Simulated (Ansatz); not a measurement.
For hcp Sr (model structure), LDA (PAW; Ansatz, a quantum-chemistry and plane-wave program) gives:

```
Property              Result
-------------------  -------
lattice parameter a  4.099 Å
c axis length        6.722 Å
```

Question: What does PBEsol (PAW; Ansatz) give for the same quantities?

Answer: 
- lattice constant a: 4.193 Å (grows by 2.3 %)
- lattice parameter c: 6.869 Å (goes up by 2.2 %)

Changes are worked out from the printed values.

Unless a cell is named, each level is at its own relaxed cell (LDA 48.89, PBEsol 52.30 Å³/atom).

Ansatz's density-functional and Hartree–Fock values are scalar-relativistic unless marked +SOC, with PAW data made under PBE.

A model structure was made by putting elements into a prototype or built by hand; it is no filed structure, need not be a known phase, and can be a saddle point held by its symmetry.
